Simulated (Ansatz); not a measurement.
# BH6N: the cost of one run

Method: the levels named in each step, in Ansatz 0.2.0.

**1. Starting point**

Bond lengths: B1–N2 1.658 Å, B1–H3 1.191 Å, B1–H4 1.191 Å, B1–H5 1.191 Å, N2–H6 1.013 Å, N2–H7 1.013 Å, N2–H8 1.013 Å. Angles: B1–N2–H6 108.6°, B1–N2–H7 108.6°, B1–N2–H8 108.6°, H6–N2–H7 110.3°, H6–N2–H8 110.3°, H7–N2–H8 110.3°, N2–B1–H3 105.6°, N2–B1–H4 105.6°, N2–B1–H5 105.6°, H3–B1–H4 113.1°, H3–B1–H5 113.1°, H4–B1–H5 113.1°.

Coordinates:

```xyz
8

B    -0.9070    0.1212   -0.0227
N     0.7362   -0.0984    0.0184
H    -1.3104   -0.6386   -0.8461
H    -1.0699    1.2621   -0.3214
H    -1.2909   -0.1334    1.0754
H     0.9271   -1.0605    0.2710
H     1.1288    0.5312    0.7079
H     1.1122    0.1060   -0.8996
```

**2. A rough first relaxation, PBE-D4/def2-SVP**

This run stands in another session on the same molecule. It ended at:

```xyz
8

B    -0.9172    0.1224   -0.0230
N     0.7104   -0.0949    0.0177
H    -1.3307   -0.6656   -0.8752
H    -1.0812    1.3037   -0.3327
H    -1.3105   -0.1411    1.1146
H     0.9565   -1.0627    0.2705
H     1.1577    0.5255    0.7078
H     1.1413    0.1023   -0.8969
```

**3. Relaxation, B2PLYP/def2-TZVPP**

input.yaml

```yaml
crystal:
  periodic: [false, false, false]
  atoms:
    - { symbol: B, position_ang: [-0.91723698, 0.12243207, -0.02298593] }
    - { symbol: "N", position_ang: [0.71040855, -0.09490067, 0.01773472] }
    - { symbol: H, position_ang: [-1.33068717, -0.66557515, -0.87517057] }
    - { symbol: H, position_ang: [-1.08124131, 1.30366115, -0.3326763] }
    - { symbol: H, position_ang: [-1.3105049, -0.14113458, 1.11455065] }
    - { symbol: H, position_ang: [0.95652942, -1.06273283, 0.27046173] }
    - { symbol: H, position_ang: [1.15768933, 0.52553008, 0.70777407] }
    - { symbol: H, position_ang: [1.14134305, 0.10234992, -0.89688836] }
basis:
  gaussian: { orbitals: def2-TZVPP }
hamiltonian:
  xc: { name: B2PLYP }
relax:
  f_tol: 0.002
  max_steps: 150
```

The run is started by

```bash
$ ansatz run input.yaml --threads 4 --pin off --max-ram 10240MiB --backend cpu --events-out ev --progress --plain --runs-dir out
```

What time and memory should one allow on 4 threads of Intel Xeon at 2.50GHz (Skylake/Cascade Lake), shared host?

About 38 s, with a peak of 0.51 GiB.
